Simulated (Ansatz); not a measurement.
Start from `[SiH3]OP` and change one atom or group to get `CO[SiH3]`.

Ansatz, PBE0-D4/def2-TZVP geometries, multiplicity 1. Each molecule was computed in one conformer, which needn't be the lowest.

```csv
property,`[SiH3]OP`
size of the dipole moment (PBE/def2-TZVPP) / D,0.15
LUMO energy (PBE0/def2-TZVPP) / eV,-0.58
zero-point energy (PBE0-D4/def2-TZVP) / kJ/mol,123.9
HOMO–LUMO gap (PBE/def2-TZVPP) / eV,4.52
HOMO energy (ωB97M-V/def2-TZVPP) / eV,-9.50
HOMO energy (PBE/def2-TZVPP) / eV,-6.04
```

Problem. Give the same properties after the change, and the shifts. (Estimate.)

Solution. Computed: 
```csv
property,`CO[SiH3]`,shift
size of the dipole moment (PBE/def2-TZVPP) / D,1.04,0.89
LUMO energy (PBE0/def2-TZVPP) / eV,0.29,0.87
zero-point energy (PBE0-D4/def2-TZVP) / kJ/mol,176.1,52.2
HOMO–LUMO gap (PBE/def2-TZVPP) / eV,6.08,1.56
HOMO energy (ωB97M-V/def2-TZVPP) / eV,-10.56,-1.06
HOMO energy (PBE/def2-TZVPP) / eV,-6.66,-0.62
```

With PBE0 the HOMO falls by 0.93 eV and the LUMO rises by 0.87 eV, so the gap widens by about 1.80 eV. PBE moves the HOMO by -0.62 eV and ωB97M-V by -1.06 eV. The zero-point energy changes by 52.2 kJ/mol with +3 modes. Dipoles are sizes alone; their direction can turn.
